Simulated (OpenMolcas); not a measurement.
# PH2F (phosphinous fluoride(8ci,9ci)): RGE2/aug-pcseg-1

What is the electrostatic solvation energy at fixed shape (PCM, benzene) of PH2F (phosphinous fluoride(8ci,9ci)) at RGE2/aug-pcseg-1? 

Program for the calculation: OpenMolcas 26.06.

6 further runs of the same task are left out: 1 that didn't finish, 5 set aside as unsound or not needed.

### 1 The structure to begin with

The species is PH2F (4 atoms), meant as a singlet with charge 0. As SMILES, `FP`. The shape is that of a GFN2-xTB optimisation.

Bond lengths: F1–P2 1.632 Å, P2–H3 1.406 Å, P2–H4 1.406 Å. Angles: F1–P2–H3 93.5°, F1–P2–H4 93.5°, H3–P2–H4 91.6°.

### 2 Energy and gradient at RGE2/aug-pcseg-1

File mol.xyz:

```xyz
4

F      1.160540     0.668850    -0.222660
P     -0.072030    -0.369080    -0.479670
H     -1.053910     0.574260    -0.129560
H     -0.034600    -0.874030     0.831900
```

File calc.inp:

```
* FH2P Kohn-Sham DFT
>>> EXPORT MOLCAS_PRINT=2

&GATEWAY
 BasLib=$CurrDir
 Coord=mol.xyz
 Basis=aug-pcseg-1
 Group=NoSym

&SEWARD

&SCF
 KSDFT=RGE2
 PrOrbitals=1 2

&ALASKA
```

The basis set aug-pcseg-1 is read from a file made from the Basis Set Exchange's data (not shown).

The run is started by

```console
$ export MOLCAS_MEM=1860
$ pymolcas calc.inp > calc.log
```

Output:

```text
--- Start Module: gateway ---
[...]
--- Stop Module: gateway /rc=_RC_ALL_IS_WELL_ ---
[...]
      Basis functions           68
[...]
--- Start Module: scf ---
[...]
       Convergence after  11 Iterations
[...]
::    Total KS-DFT energy                            -441.3770778642
[...]
      Total spin, S                                     0.0000000000
[...]
      Total electronic charge=   26.000000
      Total            charge=   -0.000000
[...]
      Dipole Moment (debye):
      Origin of the operator (angstrom)=    0.3601    0.0187   -0.3535
                   X= -1.2056E+00               Y= -5.3112E-01               Z=  4.7777E-01           Total=  1.4014E+00
      Quadrupole Moment (debye*angstrom):
[...]
--- Stop Module: scf /rc=_RC_ALL_IS_WELL_ ---
[...]
--- Start Module: alaska ---
[...]
 *              Molecular gradients               *
 **************************************************
  Irreducible representation: a
 ------------------------------------------------------------------------------------------
                              X                       Y                       Z
 ------------------------------------------------------------------------------------------
  F1               -2.31046285636705E-02   -1.53081440735523E-02    1.44329709727220E-03
  P2                3.00502185338036E-03    1.37958020014786E-02    1.75780315329463E-02
  H3                1.66100286542754E-02   -8.57195400468891E-03   -3.32268793806167E-03
  H4                3.48957805600719E-03    1.00842960767702E-02   -1.56986406921531E-02
 ------------------------------------------------------------------------------------------
--- Stop Module: alaska /rc=_RC_ALL_IS_WELL_ ---
[...]
```

Wall time 11 s (1 thread of AMD EPYC 7R43 (Zen 3), shared host); peak memory 0.41 GiB.

### 3 Energy and gradient at RGE2/aug-pcseg-1 (PCM benzene)

mol.xyz is that of step 2.

File calc.inp:

```
&GATEWAY
BasLib=$CurrDir
Coord=mol.xyz
Basis=aug-pcseg-1
Group=NoSym
RF-Input
PCM-Model
Solvent=benzene
End of RF-Input
&SEWARD
&SCF
KSDFT=RGE2
PrOrbitals=1 2
&ALASKA
```

The basis set aug-pcseg-1 is read from a file made from the Basis Set Exchange's data (not shown).

The run is started by

```console
$ export MOLCAS_MEM=1860
$ pymolcas calc.inp > calc.log
```

Output:

```text
--- Start Module: gateway ---
[...]
--- Stop Module: gateway /rc=_RC_ALL_IS_WELL_ ---
[...]
      Basis functions           68
[...]
--- Start Module: scf ---
[...]
       Convergence after  12 Iterations
[...]
::    Total KS-DFT energy                            -441.3779660318
[...]
      Total spin, S                                     0.0000000000
[...]
      Total electronic charge=   26.000000
      Total            charge=   -0.000000
[...]
      Dipole Moment (debye):
      Origin of the operator (angstrom)=    0.3601    0.0187   -0.3535
                   X= -1.3311E+00               Y= -5.7405E-01               Z=  5.4592E-01           Total=  1.5490E+00
      Quadrupole Moment (debye*angstrom):
[...]
--- Stop Module: scf /rc=_RC_ALL_IS_WELL_ ---
[...]
--- Start Module: alaska ---
[...]
 *              Molecular gradients               *
 **************************************************
  Irreducible representation: a
 ------------------------------------------------------------------------------------------
                              X                       Y                       Z
 ------------------------------------------------------------------------------------------
  F1               -2.47127271254328E-02   -1.66594926980057E-02    1.10916622669999E-03
  P2                5.01344514432311E-03    1.49963475200074E-02    1.72608454134160E-02
  H3                1.64820367202614E-02   -8.52634810021158E-03   -3.04563387917445E-03
  H4                3.32565602884366E-03    1.01797086906485E-02   -1.54545698695774E-02
 ------------------------------------------------------------------------------------------
--- Stop Module: alaska /rc=_RC_ALL_IS_WELL_ ---
[...]
```

It took 14 s on 1 thread of AMD EPYC 7R43 (Zen 3), shared host; peak memory 0.4 GiB.

### 4 Results

At RGE2/aug-pcseg-1:

```
                                        quantity          value
                         gas phase: total energy  -441.37708 Eh
                        gas phase: dipole moment         1.40 D
                          gas phase: HOMO energy       -6.69 eV
                          gas phase: LUMO energy       -2.01 eV
                        gas phase: HOMO–LUMO gap        4.67 eV
             gas phase: largest force on an atom     1.427 eV/Å
                      PCM, benzene: total energy  -441.37797 Eh
                     PCM, benzene: dipole moment         1.55 D
                       PCM, benzene: HOMO energy       -6.65 eV
                       PCM, benzene: LUMO energy       -1.97 eV
                     PCM, benzene: HOMO–LUMO gap        4.68 eV
          PCM, benzene: largest force on an atom     1.534 eV/Å
energy change from gas to solvent at fixed shape      -0.024 eV
```

**Reading.** The solvent model (PCM, benzene) lowers the energy by 0.02 eV (−0.6 kcal/mol) at the same shape. It holds the electrostatic part alone, without cavity or dispersion terms. The largest force (PCM, benzene) is 1.53 eV/Å: the shape isn't a stationary point for this species at this level. The largest force (gas phase) is 1.43 eV/Å: the shape isn't a stationary point for this species at this level.
